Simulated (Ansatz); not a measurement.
```yaml
crystal:
  periodic: [true, true, true]
  atoms:
    - {symbol: C, position_ang: [0.137126, -1.038423, -1.103506]}
    - {symbol: C, position_ang: [0.153464, -0.359978, 0.040759]}
    - {symbol: C, position_ang: [0.963604, -0.756289, 1.228292]}
    - {symbol: C, position_ang: [-0.733662, 0.829892, 0.255591]}
    - {symbol: N, position_ang: [-1.023517, 1.570755, -0.845172]}
    - {symbol: O, position_ang: [-1.177118, 1.096474, 1.354612]}
    - {symbol: H, position_ang: [0.746685, -1.925390, -1.236675]}
    - {symbol: H, position_ang: [-0.509228, -0.761478, -1.928365]}
    - {symbol: H, position_ang: [1.524506, -1.670781, 1.035165]}
    - {symbol: H, position_ang: [1.663669, 0.037106, 1.505062]}
    - {symbol: H, position_ang: [0.308571, -0.903648, 2.089352]}
    - {symbol: H, position_ang: [-0.484468, 1.477853, -1.685738]}
    - {symbol: H, position_ang: [-1.569625, 2.403899, -0.709365]}
basis:
  gaussian: {orbitals: ANO-RCC-VTZP}
hamiltonian: {xc: {name: r2SCAN}, dispersion: d3bj}
```

```sh
$ ansatz run in.yaml --threads 4 --pin off --events-out ev --progress --plain --max-ram 10444MiB
```

It prints (some lines left out):

```
Error: YAML parse error: error: line 2 column 3: crystal: missing field `lattice` (a structure is typed as `lattice` and `atoms`, a molecule's as `atoms` in Å alone, or read from a run's directory, `checkpoint`)
 --> <input>:2:3
1 | crystal:
2 |   periodic: [true, true, true]
3 |   atoms:
4 |     - {symbol: C, position_ang: [0.137126, -1.038423, -1.103506]}
```

Something in this input is off. What?

The molecule is marked periodic without a cell. The input was rejected before any iteration.
